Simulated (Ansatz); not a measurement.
## Elastic constant C11 of some elemental metals

Method: r²SCAN+rVV10 (plane waves, PAW; Ansatz, a first-principles code). References are measured values at low temperature.

Values in GPa.

```json
[
 {"solid": "bcc Ta", "reference": "266¶", "r²SCAN+rVV10": "278", "error (%)": "+4.5"},
 {"solid": "fcc Al", "reference": "114", "r²SCAN+rVV10": "133", "error (%)": "+16.7"},
 {"solid": "hcp Zn", "reference": "177¶", "r²SCAN+rVV10": "231", "error (%)": "+31"},
 {"solid": "hcp Zr", "reference": "155", "r²SCAN+rVV10": "?", "error (%)": "?"},
 {"solid": "bcc W", "reference": "533¶", "r²SCAN+rVV10": "563", "error (%)": "+5.6"},
 {"solid": "fcc Cu", "reference": "176¶", "r²SCAN+rVV10": "212", "error (%)": "+20"},
 {"solid": "hcp Ti", "reference": "176", "r²SCAN+rVV10": "190", "error (%)": "+8.0"},
 {"solid": "hcp Mg", "reference": "63.5¶", "r²SCAN+rVV10": "73.0", "error (%)": "+15.0"},
 {"solid": "bcc Mo", "reference": "478¶", "r²SCAN+rVV10": "498", "error (%)": "+4.2"}
]
```

Question: Estimate the withheld r²SCAN+rVV10 value.

Answer: The errors of the other rows run from +4.2 % to +31 %, with a median of +11.5 %; carried to the reference 155 it gives 173 GPa. The run gives 155 GPa (0.0 %), -10.4 % from the estimate, outside the range of the other rows; the row was drawn at random, and such an estimate is rough. Over these 9 solids the mean error is +11.7 %, the mean absolute error 11.7 % (median 8.0 %), and the worst case hcp Zn at +31 %; the value is above the reference in 8 of 9 cases.

All these references are low-temperature values that still hold zero-point motion.

Spin–orbit coupling is left out, also for the solids with elements from indium on (bcc Ta, bcc W); its size isn't shown.

¶ marks references of a special kind: bcc Ta, 266 GPa (measured, 0 K, extrapolated to 0 K; zero-point effects included; as tabulated in Wang et al. (2022), arXiv:2209.12322); hcp Zn, 177 GPa (measured, 0 K, extrapolated to 0 K; zero-point effects included; as tabulated in Galib et al. (2023), arXiv:2209.08184); bcc W, 533 GPa (measured, 0 K, extrapolated to 0 K; zero-point effects included; as tabulated in Wang et al. (2022), arXiv:2209.12322); fcc Cu, 176 GPa (measured, 0 K, extrapolated to 0 K; zero-point effects included; as tabulated in Malica and Corso (2021), arXiv:2109.00459); hcp Mg, 63.5 GPa (measured, 0 K, extrapolated to 0 K; zero-point effects included; as tabulated in Ibrahim et al. (2023), arXiv:2305.03577); bcc Mo, 478 GPa (measured, 0 K, 300 K values taken to 0 K by the source's computed thermal shift; zero-point effects included; as tabulated in Gong and Corso (2024), arXiv:2406.16634).

Differences are worked out from the printed values.

Each level is taken at its own relaxed cell. Caveats: shear constants of such metals converge slowly with the k mesh (bcc Ta, bcc W, bcc Mo). Ansatz's density-functional and Hartree–Fock values are scalar-relativistic unless marked +SOC, with PAW data made under PBE.

Ansatz's runs of these crystals have no spin polarisation. Meta-GGAs and exact exchange favour moments, which can bear on hcp Ti.

Not in this set, of the elemental metals with a reference value in our tables and a result at some level: 15 for a reference at room or unstated temperature; 12 for no value at r²SCAN+rVV10 (not run, a failed fit, an unstable or unbound cell, or a value held back for tests). These can be a level's best or worst cases. Solids without a released value at any level aren't counted. L1₀ solids are left out, as their cells have other axes than the references. Layered and molecular crystals are counted apart. The metals Ce to Yb are counted apart.

References as tabulated in Wang et al. (2022), arXiv:2209.12322; Li et al. (2021), arXiv:2102.01972; Galib et al. (2023), arXiv:2209.08184; Clouet (2012), arXiv:1210.1082 and others.
